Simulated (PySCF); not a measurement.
Molecule: SMILES C1=CC1=C(C)F, C$_{5}$H$_{5}$F.

Bonds (- single, = double, # triple, : aromatic): C1-C2, C2-F3, C2=C4, C4-C5, C5=C6, C6-C4. C1 carries H7, H8, H9; C5 carries H10; C6 carries H11.

Frames of a GFN2-xTB Langevin trajectory at 400 K; GIAO PBE0/pcSseg-1 shieldings in PySCF 2.14, gas phase, non-relativistic; equivalent atoms averaged within each frame.

Shifts are taken against calculated references (same method and geometry level): 13C (186.93 ppm) and 1H (31.72 ppm) vs TMS; CFCl3 for 19F (170.95 ppm). The references are static minima.

Q: How do the shifts (ppm) fluctuate along the trajectory?

A: 
```
         time (fs)     C5     C6     C2     C4    C1      F3   H10   H11  H7/H8/H9
optimised geometry  138.5  131.1  135.1   97.1  20.2  -162.3  8.27  7.77      2.16
               250  142.2  136.8  134.5   94.9  23.5  -160.3  9.31  7.62      2.73
               425  130.5  140.6  143.2   99.2  35.7  -122.0  7.88  8.56      3.65
               625  152.7  141.0  139.5  104.9  20.8  -139.8  9.72  8.45      3.08
               800  135.7  125.0  130.7   95.1  14.7  -145.7  8.69  8.10      1.99
              1000  138.3  135.6  136.6   96.2  17.7  -151.5  7.68  8.19      1.74
    mean of frames  139.9  135.8  136.9   98.1  22.5  -143.9  8.66  8.18      2.64
standard deviation    8.3    6.5    4.8    4.2   8.1    14.4  0.88  0.37      0.78
```

5 frames give an uncertainty of the mean of about the standard deviation over 2.2 at best, since frames this close in time may not be independent; classical motion lacks zero-point vibration, and the reference would need the same averaging.
